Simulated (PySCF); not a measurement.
SiO⁺ at LC-ωPBE

Level: LC-ωPBE. basis Si def2-SVPD, O def2-SVPD; no relativity; PySCF 2.14.

```json
{
  "state": "²Σ⁺ (doublet), unpaired electrons σ ↑",
  "bond length": "1.532 Å",
  "harmonic wavenumber": "1113 cm⁻¹",
  "force constant": "7.42 mdyn/Å",
  "rotational constant Be": "0.7057 cm⁻¹",
  "anharmonicity ωexe": "7.20 cm⁻¹",
  "vibration–rotation constant αe": "0.00662 cm⁻¹",
  "well depth De to Si⁺ + O": "4.33 eV",
  "dissociation energy D0": "4.26 eV",
  "bond order (Mayer)": "2.25",
  "dipole moment (positive dipole points towards O; it is taken about the centre of mass and depends on that origin)": "-4.74 D"
}
```

For an ion De counts to the pair picked by the measured ionisation energies or electron affinities, which need not be the lowest pair at this level. The state is the lowest determinant that a PBE0 search found; another state may lie lower at other levels.
